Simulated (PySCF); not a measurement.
Compound: C5H4O.
Z-matrix (Å and degrees, GFN2-xTB geometry), rows numbered from 1:
```
C 
C   1  1.3320
C   2  1.4268  1  121.72
C   3  1.3613  2  146.40  1  -179.93
C   4  1.4248  3   62.04  2   179.89
O   5  1.1944  3  151.46  4  -179.98
H   1  1.0776  2  120.92  3    -0.03
H   1  1.0766  2  121.87  3   179.93
H   2  1.0838  1  121.36  3  -179.97
H   4  1.0672  3  145.33  5  -179.92
```

NICS is the negative of the GIAO shielding at a point without a nucleus: at the ring centre (0) and 1 Å above and below it (1); zz is the component along the ring normal. Level: GIAO PBE0/pcSseg-1 (PySCF, non-relativistic, gas phase) on the GFN2-xTB geometry, one conformer.

Ring bond lengths (Å), with Mayer bond orders in brackets: C3–C4 1.361 (1.30), C4–C5 1.425 (1.02), C5–C3 1.437 (0.94).

**Question.** What do the NICS probes read (ppm)?

**Answer.** 
| ring | type | NICS(0) | NICS(1), two faces | NICS(1)zz, two faces | rms pucker (Å) | centre to ring atoms, mean (Å) |
| --- | --- | --- | --- | --- | --- | --- |
| C3–C4–C5 | 3-membered carbocycle; bonds drawn aromatic by RDKit's count | -17.6 | -9.3 / -9.3 | -12.7 / -12.7 | 0.00 | 0.81 |

**Question.** What can be read from them?

**Answer.** 
- C3–C4–C5: mean NICS(1)zz -12.7 ppm, shielded. NICS(0) lies 8 ppm below the mean NICS(1).

**Question.** What does the geometric index give? HOMA takes Krygowski's 1993 parameters.

**Answer.** 
- C3–C4–C5: HOMA 0.62 = 1 − EN − GEO, with mean bond length 1.408 Å, EN = α(Ropt − mean)² = 0.100 and GEO = α × variance = 0.283.

**Question.** At the second NICS(1) probe listed for ring C3–C4–C5, 1 Å off the ring, what do the in-plane components average?

**Answer.** The isotropic value is a third of the trace: (3 × -9.3 − (-12.7))/2 = -7.6 ppm.

**Question.** What are the shieldings of the ring atoms and their hydrogens in the same run (means over atoms taken as equivalent)?

**Answer.** 
```csv
atoms,environment,σ isotropic (ppm)
C3,unsaturated ring carbon,14.1
C4,unsaturated ring CH carbon,31.8
C5,ring carbonyl carbon,35.1
H10,hydrogen on carbon,23.06
```
